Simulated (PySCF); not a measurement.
Give a PBE0-D3(BJ)/def2-SVP geometry of `PPP` (P3H5).

Z-matrix in Å and degrees, rows numbered from 1:
```
P 
P   1  2.2472
P   2  2.2460  1   95.04
H   1  1.4309  2   93.18  3    87.21
H   1  1.4307  2   93.30  3   179.54
H   2  1.4323  1   92.56  3    92.74
H   3  1.4309  2   93.22  1   -88.09
H   3  1.4307  2   93.27  1   179.58
```

P1 (three-coordinate phosphorus) is pyramidal (angles 93.3°, 93.2° and 92.1°, sum 278.6°, 0.88 Å off the plane of its three neighbours). P2 (three-coordinate phosphorus) is pyramidal (angles 95.0°, 92.6° and 92.5°, sum 280.1°, 1.01 Å off the plane of its three neighbours).

Level of theory: PBE0-D3(BJ)/def2-SVP geometry optimisation, gas phase in PySCF 2.14.0.

Point group: Cs (tolerance 0.08 Å). No frequency check. One conformer, not necessarily the lowest (H–P1–P2–P3 87° and 180°, P1–P2–P3–H -88° and 180°).

The run took 7.5 s on Arm Neoverse V2, one thread, no GPU (shared host), and the process peaked at 0.35 GiB of memory. This is the geometry optimisation.
